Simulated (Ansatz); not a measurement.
`BBO` + NH₃ → `BN` + `BO`  (cleavage of the B–B bond)

Computed with Ansatz on PBE0-D4/def2-TZVP structures; ΔE is electronic, products minus reactants. CCSD(T)/CBS adds triple-zeta CCSD(T) − MP2 to the extrapolated MP2 energy (def2 sets, frozen cores). This one scheme is used for every species. Functionals use def2-TZVPP. HSE06 is defined as in plane-wave codes. One conformer a species, not always the lowest.

```
 level  ΔE (kJ/mol)
B97M-V       -161.0
 HSE06       -168.0
```

(1) What does CCSD(T)/CBS give? (Estimate.)

(2) What do rigid-rotor, harmonic-oscillator terms from PBE0-D4/def2-TZVP frequencies (298.15 K, 1 bar) make of the CCSD(T)/CBS value? (Estimate.)

Largest T1 diagnostic among the species: 0.014.

Results:

(1) The calculation gave: -168.7 kJ/mol. The listed levels differ from it by 7.7, 0.7 kJ/mol.

(2) Computed: ΔZPE = +5.4 kJ/mol, ΔH = -166.0 kJ/mol, ΔS = -3 J/(mol·K), ΔG = -165.1 kJ/mol.

Leaving LDA and LC-ωPBE aside and taking each functional with its dispersion term where it has one, the values, not all of them listed here, spread over 15.1 kJ/mol, from CAM-B3LYP-D4 to B97M-V. LDA lies −11.2 kJ/mol from PBE without D4. At CCSD(T), def2-SVP lies −22.4 kJ/mol from the extrapolated value and def2-TZVPP −2.6 kJ/mol.
